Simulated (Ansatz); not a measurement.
1T (CdI2-type) PtS2, treated with PBE0 (Ansatz, an electronic-structure program, PAW).

Run with plane-wave cutoff 460 eV, 9×9×6 k mesh (along the axes of the cell as run), Fermi–Dirac smearing 0.01 eV, scalar-relativistic PAW data made under PBE.

Cell (relaxed at this level):

```cif
data_PtS2
_chemical_formula_sum 'Pt1 S2'
_space_group_name_H-M_alt 'P 1'
_space_group_IT_number 1
_cell_length_a 3.52538
_cell_length_b 3.52538
_cell_length_c 6.44084
_cell_angle_alpha 90.000
_cell_angle_beta 90.000
_cell_angle_gamma 120.000
loop_
_space_group_symop_operation_xyz
  'x, y, z'
loop_
_atom_site_label
_atom_site_type_symbol
_atom_site_fract_x
_atom_site_fract_y
_atom_site_fract_z
_atom_site_occupancy
Pt1 Pt 0.00000 0.00000 0.00000 1
S1 S 0.33333 0.66667 0.19027 1
S2 S 0.66667 0.33333 0.80973 1
```

Problem. Estimate the band gap, smallest direct gap on the k points sampled and Γ–Γ gap that the calculation returns.

Solution. 
- band gap = 3.03 eV
- smallest direct gap on the k points sampled = 3.21 eV
- Γ–Γ gap = 5.10 eV

Measured, for comparison: band gap 0.7 eV (temperature not stated, no zero-point or thermal correction, bulk, cited; as tabulated in Two-dimensional noble-metal chalcogenides and phosphochalcogenides, Angew. …).

Note: the cell comes from a level without a dispersion term, which matters for the spacing of layers, chains or molecules; the cell has widely spaced layers and the level no dispersion term, so their spacing and the moduli can rest on weak binding.

Spin–orbit coupling is not included.

Computed values are for the static lattice.
